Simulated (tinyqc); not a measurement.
Worked calculation (part 1 of 2): UHF in the sto-3g basis, for OH+, spin multiplicity 3. Computed by tinyqc, a small Python program that keeps every step (integrals from PySCF). Settings: charge = 1, multiplicity = 3, basis = sto-3g, energy threshold = 1e-08, iteration cap = 87, orthogonalisation = canonical, start = core, DIIS depth = 6, method = UHF. Command: `OMP_NUM_THREADS=1 python tinyqc.py 25784 25785 out.jsonl` (the two numbers bound the seeds that draw the settings). One thread of a shared host (Intel(R) Xeon(R) Processor @ 2.60GHz), about 0.7 s of CPU time with the checks. Later iterations appear only in the table of the cycle.

## One-electron integrals

Geometry (angstrom):

| atom | x | y | z |
|---|---|---|---|
| O | 0.0000 | 0.0000 | 0.0000 |
| H | 0.0000 | 0.0000 | 1.9230 |

Basis sto-3g: exponents (1/bohr^2) and contraction coefficients of normalised primitives:

| element | l (shell) | exponent | coefficient |
|---|---|---|---|
| O | s (1) | 130.7093 | 0.1543 |
| O | s (1) | 23.8089 | 0.5353 |
| O | s (1) | 6.4436 | 0.4446 |
| O | s (2) | 5.0332 | -0.1000 |
| O | s (2) | 1.1696 | 0.3995 |
| O | s (2) | 0.3804 | 0.7001 |
| O | p (3) | 5.0332 | 0.1559 |
| O | p (3) | 1.1696 | 0.6077 |
| O | p (3) | 0.3804 | 0.3920 |
| H | s (1) | 3.4253 | 0.1543 |
| H | s (1) | 0.6239 | 0.5353 |
| H | s (1) | 0.1689 | 0.4446 |

Overlap, kinetic and nuclear-attraction integrals over the contracted functions; the nuclear repulsion is the sum of Za Zb / Rab.

nuclear repulsion = 2.201465 hartree

overlap S, lower triangle:
```
         1O 1s   1O 2s  1O 2px  1O 2py  1O 2pz   2H 1s
1O 1s   1.0000
1O 2s   0.2367  1.0000
1O 2px  0.0000  0.0000  1.0000
1O 2py  0.0000  0.0000  0.0000  1.0000
1O 2pz  0.0000  0.0000  0.0000  0.0000  1.0000
2H 1s   0.0060  0.0888  0.0000  0.0000  0.0968  1.0000
```

kinetic energy T (hartree), lower triangle:
```
          1O 1s    1O 2s  1O 2px  1O 2py   1O 2pz   2H 1s
1O 1s   29.0032
1O 2s   -0.1680   0.8081
1O 2px   0.0000   0.0000  2.5287
1O 2py   0.0000   0.0000  0.0000  2.5287
1O 2pz   0.0000   0.0000  0.0000  0.0000   2.5287
2H 1s   -0.0019  -0.0182  0.0000  0.0000  -0.0046  0.7600
```

nuclear attraction V (hartree), lower triangle:
```
           1O 1s    1O 2s   1O 2px   1O 2py   1O 2pz    2H 1s
1O 1s   -60.8936
1O 2s    -7.2482  -9.3271
1O 2px    0.0000   0.0000  -9.2484
1O 2py    0.0000   0.0000   0.0000  -9.2484
1O 2pz   -0.0038  -0.0486   0.0000   0.0000  -9.2670
2H 1s    -0.1873  -0.5310   0.0000   0.0000  -0.4845  -3.4268
```

core Hamiltonian H = T + V (hartree), lower triangle:
```
           1O 1s    1O 2s   1O 2px   1O 2py   1O 2pz    2H 1s
1O 1s   -31.8904
1O 2s    -7.4162  -8.5190
1O 2px    0.0000   0.0000  -6.7197
1O 2py    0.0000   0.0000   0.0000  -6.7197
1O 2pz   -0.0038  -0.0486   0.0000   0.0000  -6.7383
2H 1s    -0.1892  -0.5493   0.0000   0.0000  -0.4891  -2.6668
```

## Two-electron integrals

Functions are numbered as in S; the eight-fold symmetry (ij|kl) = (ji|kl) = (kl|ij) leaves the list below.

Two-electron integrals (ij|kl) in chemists' order, unique and non-zero (hartree):
```
(11|11) 4.7851     (21|11) 0.7414     (21|21) 0.1369     (22|11) 1.1189
(22|21) 0.2566     (22|22) 0.8172     (31|31) 0.0245     (32|31) 0.0378
(32|32) 0.1805     (33|11) 1.1158     (33|21) 0.2567     (33|22) 0.8170
(33|33) 0.8802     (41|41) 0.0245     (42|41) 0.0378     (42|42) 0.1805
(43|43) 0.0474     (44|11) 1.1158     (44|21) 0.2567     (44|22) 0.8170
(44|33) 0.7853     (44|44) 0.8802     (51|51) 0.0245     (52|51) 0.0378
(52|52) 0.1805     (53|53) 0.0474     (54|54) 0.0474     (55|11) 1.1158
(55|21) 0.2567     (55|22) 0.8170     (55|33) 0.7853     (55|44) 0.7853
(55|55) 0.8802     (61|11) 0.0189     (61|21) 0.0035     (61|22) 0.0065
(61|33) 0.0065     (61|44) 0.0065     (61|51) 1.56e-04   (61|52) 2.96e-04
(61|55) 0.0065     (61|61) 8.91e-05   (62|11) 0.0611     (62|21) 0.0143
(62|22) 0.0524     (62|33) 0.0516     (62|44) 0.0516     (62|51) 0.0011
(62|52) 0.0091     (62|55) 0.0541     (62|61) 3.69e-04   (62|62) 0.0048
(63|31) 0.0013     (63|32) 0.0082     (63|53) 0.0018     (63|63) 0.0006
(64|41) 0.0013     (64|42) 0.0082     (64|54) 0.0018     (64|64) 0.0006
(65|11) 0.0536     (65|21) 0.0126     (65|22) 0.0496     (65|33) 0.0478
(65|44) 0.0478     (65|51) 0.0020     (65|52) 0.0153     (65|55) 0.0533
(65|61) 3.36e-04   (65|62) 0.0055     (65|65) 0.0069     (66|11) 0.2750
(66|21) 0.0651     (66|22) 0.2746     (66|33) 0.2687     (66|44) 0.2687
(66|51) 0.0038     (66|52) 0.0477     (66|55) 0.2862     (66|61) 0.0017
(66|62) 0.0365     (66|65) 0.0486     (66|66) 0.7746
```

## Orthogonalisation

S = U s U^T; canonical form X = U s^(-1/2), so that X^T S X = 1. Each column of U has its largest component positive (the first on a tie).

eigenvalues of S: 0.7467  0.9081  1.0000  1.0000  1.0875  1.2576

X:
```
              1        2       3        4        5       6
1O 1s   -0.7524   0.2967  0.0000   0.0000  -0.2724  0.5756
1O 2s    0.8129  -0.0977  0.0000   0.0000  -0.1161  0.6198
1O 2px   0.0000   0.0000  0.9981  -0.0611   0.0000  0.0000
1O 2py   0.0000   0.0000  0.0611   0.9981   0.0000  0.0000
1O 2pz   0.1195   0.7264  0.0000   0.0000   0.6765  0.0992
2H 1s   -0.3129  -0.6899  0.0000   0.0000   0.6117  0.2642
```

Within a degenerate level the vectors are fixed only up to a rotation; this is one choice.

## Starting guess

The start is the orbitals of the core Hamiltonian; D(s) = C_occ C_occ^T for each spin.

D(alpha) at the start, lower triangle:
```
          1O 1s    1O 2s  1O 2px  1O 2py   1O 2pz   2H 1s
1O 1s    1.0595
1O 2s   -0.2517   1.0640
1O 2px   0.0000   0.0000  1.0000
1O 2py   0.0000   0.0000  0.0000  1.0000
1O 2pz  -0.0011   0.0055  0.0000  0.0000   1.0063
2H 1s    0.0073  -0.0300  0.0000  0.0000  -0.0413  0.0025
```

D(beta) at the start, lower triangle:
```
          1O 1s    1O 2s  1O 2px  1O 2py   1O 2pz   2H 1s
1O 1s    1.0595
1O 2s   -0.2517   1.0640
1O 2px   0.0000   0.0000  0.0000
1O 2py   0.0000   0.0000  0.0000  0.0000
1O 2pz  -0.0011   0.0055  0.0000  0.0000   1.0063
2H 1s    0.0073  -0.0300  0.0000  0.0000  -0.0413  0.0025
```

## Iteration 1: building the Fock matrix

J_ij = sum D_kl (ij|kl) with D = D(alpha) + D(beta), K_ij = sum D_kl (ik|jl) for each spin; F = H + J - K(s); E = tr D H + tr D J / 2 - 0.5 sum_s tr D(s) K(s) + E_nn.

Coulomb J (hartree), lower triangle:
```
          1O 1s   1O 2s  1O 2px  1O 2py  1O 2pz   2H 1s
1O 1s   16.2377
1O 2s    3.0060  7.1173
1O 2px   0.0000  0.0000  7.0781
1O 2py   0.0000  0.0000  0.0000  7.0781
1O 2pz   0.0003  0.0004  0.0000  0.0000  7.1730
2H 1s    0.0764  0.4377  0.0000  0.0000  0.4082  2.2075
```

exchange K(alpha) (hartree), lower triangle:
```
         1O 1s   1O 2s  1O 2px  1O 2py  1O 2pz   2H 1s
1O 1s   4.9160
1O 2s   0.8560  1.4244
1O 2px  0.0000  0.0000  1.1737
1O 2py  0.0000  0.0000  0.0000  1.1737
1O 2pz  0.0001  0.0007  0.0000  0.0000  1.1743
2H 1s   0.0235  0.0764  0.0000  0.0000  0.0537  0.0090
```

exchange K(beta) (hartree), lower triangle:
```
         1O 1s   1O 2s  1O 2px  1O 2py  1O 2pz   2H 1s
1O 1s   4.8671
1O 2s   0.7803  1.0633
1O 2px  0.0000  0.0000  0.2461
1O 2py  0.0000  0.0000  0.0000  0.2461
1O 2pz  0.0001  0.0007  0.0000  0.0000  1.0794
2H 1s   0.0209  0.0599  0.0000  0.0000  0.0501  0.0078
```

F(alpha) (hartree), lower triangle:
```
           1O 1s    1O 2s   1O 2px   1O 2py   1O 2pz    2H 1s
1O 1s   -20.5687
1O 2s    -5.2662  -2.8261
1O 2px    0.0000   0.0000  -0.8154
1O 2py    0.0000   0.0000   0.0000  -0.8154
1O 2pz   -0.0036  -0.0488   0.0000   0.0000  -0.7396
2H 1s    -0.1363  -0.1880   0.0000   0.0000  -0.1346  -0.4683
```

F(beta) (hartree), lower triangle:
```
           1O 1s    1O 2s  1O 2px  1O 2py   1O 2pz    2H 1s
1O 1s   -20.5198
1O 2s    -5.1906  -2.4650
1O 2px    0.0000   0.0000  0.1123
1O 2py    0.0000   0.0000  0.0000  0.1123
1O 2pz   -0.0036  -0.0488  0.0000  0.0000  -0.6447
2H 1s    -0.1337  -0.1715  0.0000  0.0000  -0.1309  -0.4671
```

total energy of this density = -73.799992 hartree

## Iteration 1: diagonalisation and new density

Diagonalise F' = X^T F X, C = X C', fill 5 alpha and 3 beta electrons from the bottom; D(s) = C_occ C_occ^T. Each column has its largest component positive (the first on a tie).

F' = X^T F X (alpha) (hartree), lower triangle:
```
         1        2        3        4        5         6
1  -7.0935
2   3.0502  -1.9746
3   0.0000   0.0000  -0.8154
4   0.0000   0.0000   0.0000  -0.8154
5  -3.2674   1.4616   0.0000   0.0000  -2.4411
6   7.5457  -3.8924   0.0000   0.0000   4.3866  -11.8140
```

orbital energies (alpha) (hartree): MO1 -20.5776, MO2 -1.5679, MO3 -0.8154, MO4 -0.8154, MO5 -0.7477, MO6 -0.4299

coefficients C (alpha):
```
            MO1      MO2      MO3     MO4      MO5      MO6
1O 1s    0.9945  -0.2644   0.0000  0.0000   0.0194   0.0176
1O 2s    0.0223   1.0257   0.0000  0.0000  -0.0811  -0.0942
1O 2px   0.0000   0.0000   0.9914  0.1305   0.0000   0.0000
1O 2py   0.0000   0.0000  -0.1305  0.9914   0.0000   0.0000
1O 2pz   0.0003   0.0589   0.0000  0.0000   0.9623  -0.2829
2H 1s   -0.0012   0.0141   0.0000  0.0000   0.1881   0.9911
```

F' = X^T F X (beta) (hartree), lower triangle:
```
         1        2       3       4        5         6
1  -6.9256
2   3.0341  -1.9230
3   0.0000   0.0000  0.1123
4   0.0000   0.0000  0.0000  0.1123
5  -3.2869   1.5085  0.0000  0.0000  -2.3841
6   7.7069  -3.8975  0.0000  0.0000   4.3490  -11.5977
```

orbital energies (beta) (hartree): MO1 -20.5259, MO2 -1.2256, MO3 -0.6580, MO4 -0.4210, MO5 0.1123, MO6 0.1123

coefficients C (beta):
```
            MO1      MO2      MO3      MO4     MO5      MO6
1O 1s    0.9955  -0.2594   0.0298   0.0207  0.0000   0.0000
1O 2s    0.0184   1.0202  -0.1253  -0.1064  0.0000   0.0000
1O 2px   0.0000   0.0000   0.0000   0.0000  0.9995  -0.0314
1O 2py   0.0000   0.0000   0.0000   0.0000  0.0314   0.9995
1O 2pz   0.0003   0.0849   0.9310  -0.3682  0.0000   0.0000
2H 1s   -0.0010   0.0425   0.2739   0.9700  0.0000   0.0000
```

D(alpha) after iteration 1, lower triangle:
```
          1O 1s    1O 2s  1O 2px  1O 2py  1O 2pz   2H 1s
1O 1s    1.0593
1O 2s   -0.2506   1.0592
1O 2px   0.0000   0.0000  1.0000
1O 2py   0.0000   0.0000  0.0000  1.0000
1O 2pz   0.0034  -0.0175  0.0000  0.0000  0.9295
2H 1s   -0.0013  -0.0009  0.0000  0.0000  0.1819  0.0356
```

D(beta) after iteration 1, lower triangle:
```
          1O 1s    1O 2s  1O 2px  1O 2py  1O 2pz   2H 1s
1O 1s    1.0592
1O 2s   -0.2501   1.0568
1O 2px   0.0000   0.0000  0.0000
1O 2py   0.0000   0.0000  0.0000  0.0000
1O 2pz   0.0060  -0.0300  0.0000  0.0000  0.8740
2H 1s   -0.0039   0.0090  0.0000  0.0000  0.2586  0.0768
```

Within a degenerate level the vectors are fixed only up to a rotation; this is one choice.

## Iteration 2: building the Fock matrix

As before.

Coulomb J (hartree), lower triangle:
```
          1O 1s   1O 2s  1O 2px  1O 2py  1O 2pz   2H 1s
1O 1s   16.0854
1O 2s    2.9715  7.0256
1O 2px   0.0000  0.0000  6.9903
1O 2py   0.0000  0.0000  0.0000  6.9903
1O 2pz  -0.0009  0.0025  0.0000  0.0000  7.0735
2H 1s    0.0755  0.4351  0.0000  0.0000  0.4079  2.2780
```

exchange K(alpha) (hartree), lower triangle:
```
         1O 1s    1O 2s  1O 2px  1O 2py  1O 2pz   2H 1s
1O 1s   4.9139
1O 2s   0.8534   1.4142
1O 2px  0.0000   0.0000  1.1706
1O 2py  0.0000   0.0000  0.0000  1.1706
1O 2pz  0.0002  -0.0037  0.0000  0.0000  1.1308
2H 1s   0.0238   0.0944  0.0000  0.0000  0.1165  0.0576
```

exchange K(beta) (hartree), lower triangle:
```
         1O 1s    1O 2s  1O 2px  1O 2py  1O 2pz   2H 1s
1O 1s   4.8635
1O 2s   0.7758   1.0439
1O 2px  0.0000   0.0000  0.2404
1O 2py  0.0000   0.0000  0.0000  0.2404
1O 2pz  0.0002  -0.0093  0.0000  0.0000  0.9954
2H 1s   0.0214   0.0844  0.0000  0.0000  0.1341  0.0960
```

F(alpha) (hartree), lower triangle:
```
           1O 1s    1O 2s   1O 2px   1O 2py   1O 2pz    2H 1s
1O 1s   -20.7190
1O 2s    -5.2981  -2.9075
1O 2px    0.0000   0.0000  -0.9000
1O 2py    0.0000   0.0000   0.0000  -0.9000
1O 2pz   -0.0050  -0.0423   0.0000   0.0000  -0.7956
2H 1s    -0.1375  -0.2085   0.0000   0.0000  -0.1977  -0.4464
```

F(beta) (hartree), lower triangle:
```
           1O 1s    1O 2s  1O 2px  1O 2py   1O 2pz    2H 1s
1O 1s   -20.6686
1O 2s    -5.2205  -2.5373
1O 2px    0.0000   0.0000  0.0302
1O 2py    0.0000   0.0000  0.0000  0.0302
1O 2pz   -0.0050  -0.0367  0.0000  0.0000  -0.6602
2H 1s    -0.1350  -0.1986  0.0000  0.0000  -0.2153  -0.4848
```

total energy of this density = -73.883487 hartree

## Iteration 2: DIIS over 2 matrices

error matrix X^T (FDS - SDF) X (alpha):
```
         1        2       3       4       5        6
1   0.0000  -0.0043  0.0000  0.0000  0.0156   0.0082
2   0.0043   0.0000  0.0000  0.0000  0.0321   0.0170
3   0.0000   0.0000  0.0000  0.0000  0.0000   0.0000
4   0.0000   0.0000  0.0000  0.0000  0.0000   0.0000
5  -0.0156  -0.0321  0.0000  0.0000  0.0000  -0.0004
6  -0.0082  -0.0170  0.0000  0.0000  0.0004   0.0000
```

B (overlaps of the stored error matrices):
```
               1              2
1  3.1958957e-02  1.9073943e-02
2  1.9073943e-02  1.3403791e-02
```

Minimise |sum c_i e_i|^2 with sum c_i = 1: solve [B -1; -1 0][c; lambda] = [0; -1] with B_ij = tr e_i^T e_j summed over both spins, and take F = sum c_i F_i.

DIIS coefficients: -0.7859  1.7859

extrapolated F(alpha) (hartree), lower triangle:
```
           1O 1s    1O 2s   1O 2px   1O 2py   1O 2pz    2H 1s
1O 1s   -20.8371
1O 2s    -5.3231  -2.9716
1O 2px    0.0000   0.0000  -0.9664
1O 2py    0.0000   0.0000   0.0000  -0.9664
1O 2pz   -0.0061  -0.0372   0.0000   0.0000  -0.8396
2H 1s    -0.1384  -0.2247   0.0000   0.0000  -0.2473  -0.4292
```

extrapolated F(beta) (hartree), lower triangle:
```
           1O 1s    1O 2s   1O 2px   1O 2py   1O 2pz    2H 1s
1O 1s   -20.7856
1O 2s    -5.2440  -2.5941
1O 2px    0.0000   0.0000  -0.0342
1O 2py    0.0000   0.0000   0.0000  -0.0342
1O 2pz   -0.0060  -0.0272   0.0000   0.0000  -0.6724
2H 1s    -0.1361  -0.2198   0.0000   0.0000  -0.2815  -0.4987
```

## Iteration 2: diagonalisation and new density

As before.

F' = X^T F X (alpha) (hartree), lower triangle:
```
         1        2        3        4        5         6
1  -7.2408
2   3.1650  -1.9242
3   0.0000   0.0000  -0.9664
4   0.0000   0.0000   0.0000  -0.9664
5  -3.3123   1.4157   0.0000   0.0000  -2.5860
6   7.5859  -3.9436   0.0000   0.0000   4.4155  -12.0151
```

orbital energies (alpha) (hartree): MO1 -20.8456, MO2 -1.7098, MO3 -0.9664, MO4 -0.9664, MO5 -0.8891, MO6 -0.3217

coefficients C (alpha):
```
            MO1      MO2     MO3      MO4      MO5      MO6
1O 1s    0.9946  -0.2636  0.0000   0.0000   0.0198   0.0213
1O 2s    0.0217   1.0240  0.0000   0.0000  -0.0864  -0.1078
1O 2px   0.0000   0.0000  0.9932  -0.1162   0.0000   0.0000
1O 2py   0.0000   0.0000  0.1162   0.9932   0.0000   0.0000
1O 2pz   0.0004   0.0453  0.0000   0.0000   0.9231  -0.3941
2H 1s   -0.0011   0.0348  0.0000   0.0000   0.3022   0.9619
```

F' = X^T F X (beta) (hartree), lower triangle:
```
         1        2        3        4        5         6
1  -7.0603
2   3.1627  -1.8329
3   0.0000   0.0000  -0.0342
4   0.0000   0.0000   0.0000  -0.0342
5  -3.3093   1.5269   0.0000   0.0000  -2.5529
6   7.7624  -3.9256   0.0000   0.0000   4.3599  -11.7980
```

orbital energies (beta) (hartree): MO1 -20.7913, MO2 -1.3540, MO3 -0.7940, MO4 -0.3048, MO5 -0.0342, MO6 -0.0342

coefficients C (beta):
```
            MO1      MO2      MO3      MO4     MO5      MO6
1O 1s    0.9957  -0.2576   0.0349   0.0261  0.0000   0.0000
1O 2s    0.0177   1.0144  -0.1519  -0.1252  0.0000   0.0000
1O 2px   0.0000   0.0000   0.0000   0.0000  0.9995  -0.0313
1O 2py   0.0000   0.0000   0.0000   0.0000  0.0313   0.9995
1O 2pz   0.0004   0.0581   0.8127  -0.5879  0.0000   0.0000
2H 1s   -0.0009   0.0898   0.5021   0.8704  0.0000   0.0000
```

D(alpha) after iteration 2, lower triangle:
```
          1O 1s    1O 2s  1O 2px  1O 2py  1O 2pz   2H 1s
1O 1s    1.0592
1O 2s   -0.2500   1.0564
1O 2px   0.0000   0.0000  1.0000
1O 2py   0.0000   0.0000  0.0000  1.0000
1O 2pz   0.0068  -0.0334  0.0000  0.0000  0.8542
2H 1s   -0.0043   0.0095  0.0000  0.0000  0.2806  0.0925
```

D(beta) after iteration 2, lower triangle:
```
          1O 1s    1O 2s  1O 2px  1O 2py  1O 2pz   2H 1s
1O 1s    1.0589
1O 2s   -0.2490   1.0524
1O 2px   0.0000   0.0000  0.0000
1O 2py   0.0000   0.0000  0.0000  0.0000
1O 2pz   0.0138  -0.0645  0.0000  0.0000  0.6638
2H 1s   -0.0065   0.0148  0.0000  0.0000  0.4133  0.2602
```

Within a degenerate level the vectors are fixed only up to a rotation; this is one choice.

## Iteration 3: building the Fock matrix

As before.

Coulomb J (hartree), lower triangle:
```
          1O 1s   1O 2s  1O 2px  1O 2py  1O 2pz   2H 1s
1O 1s   15.8546
1O 2s    2.9191  6.8798
1O 2px   0.0000  0.0000  6.8512
1O 2py   0.0000  0.0000  0.0000  6.8512
1O 2pz  -0.0022  0.0047  0.0000  0.0000  6.9144
2H 1s    0.0741  0.4302  0.0000  0.0000  0.4062  2.4017
```

exchange K(alpha) (hartree), lower triangle:
```
         1O 1s    1O 2s  1O 2px  1O 2py  1O 2pz   2H 1s
1O 1s   4.9120
1O 2s   0.8507   1.4017
1O 2px  0.0000   0.0000  1.1671
1O 2py  0.0000   0.0000  0.0000  1.1671
1O 2pz  0.0003  -0.0108  0.0000  0.0000  1.0753
2H 1s   0.0239   0.1022  0.0000  0.0000  0.1437  0.1114
```

exchange K(beta) (hartree), lower triangle:
```
         1O 1s    1O 2s  1O 2px  1O 2py  1O 2pz   2H 1s
1O 1s   4.8582
1O 2s   0.7681   1.0072
1O 2px  0.0000   0.0000  0.2305
1O 2py  0.0000   0.0000  0.0000  0.2305
1O 2pz  0.0001  -0.0294  0.0000  0.0000  0.8277
2H 1s   0.0215   0.0955  0.0000  0.0000  0.1750  0.2517
```

F(alpha) (hartree), lower triangle:
```
           1O 1s    1O 2s   1O 2px   1O 2py   1O 2pz    2H 1s
1O 1s   -20.9478
1O 2s    -5.3478  -3.0409
1O 2px    0.0000   0.0000  -1.0356
1O 2py    0.0000   0.0000   0.0000  -1.0356
1O 2pz   -0.0064  -0.0331   0.0000   0.0000  -0.8992
2H 1s    -0.1390  -0.2213   0.0000   0.0000  -0.2265  -0.3765
```

F(beta) (hartree), lower triangle:
```
           1O 1s    1O 2s   1O 2px   1O 2py   1O 2pz    2H 1s
1O 1s   -20.8940
1O 2s    -5.2652  -2.6464
1O 2px    0.0000   0.0000  -0.0990
1O 2py    0.0000   0.0000   0.0000  -0.0990
1O 2pz   -0.0062  -0.0145   0.0000   0.0000  -0.6516
2H 1s    -0.1365  -0.2146   0.0000   0.0000  -0.2579  -0.5168
```

total energy of this density = -73.904858 hartree

## Iteration 3: DIIS over 3 matrices

error matrix X^T (FDS - SDF) X (alpha):
```
        1        2       3       4        5        6
1  0.0000  -0.0013  0.0000  0.0000  -0.0178  -0.0067
2  0.0013   0.0000  0.0000  0.0000  -0.0462  -0.0177
3  0.0000   0.0000  0.0000  0.0000   0.0000   0.0000
4  0.0000   0.0000  0.0000  0.0000   0.0000   0.0000
5  0.0178   0.0462  0.0000  0.0000   0.0000  -0.0035
6  0.0067   0.0177  0.0000  0.0000   0.0035   0.0000
```

B (overlaps of the stored error matrices), lower triangle:
```
                1               2              3
1   3.1958957e-02
2   1.9073943e-02   1.3403791e-02
3  -7.0827625e-03  -2.9478865e-03  5.8607099e-03
```

As before.

DIIS coefficients: 0.2069  0.0626  0.7305

extrapolated F(alpha) (hartree), lower triangle:
```
           1O 1s    1O 2s   1O 2px   1O 2py   1O 2pz    2H 1s
1O 1s   -20.8551
1O 2s    -5.3278  -2.9881
1O 2px    0.0000   0.0000  -0.9816
1O 2py    0.0000   0.0000   0.0000  -0.9816
1O 2pz   -0.0057  -0.0369   0.0000   0.0000  -0.8597
2H 1s    -0.1383  -0.2136   0.0000   0.0000  -0.2057  -0.3999
```

extrapolated F(beta) (hartree), lower triangle:
```
           1O 1s    1O 2s   1O 2px   1O 2py   1O 2pz    2H 1s
1O 1s   -20.8025
1O 2s    -5.2470  -2.6020
1O 2px    0.0000   0.0000  -0.0472
1O 2py    0.0000   0.0000   0.0000  -0.0472
1O 2pz   -0.0056  -0.0230   0.0000   0.0000  -0.6507
2H 1s    -0.1358  -0.2046   0.0000   0.0000  -0.2290  -0.5045
```
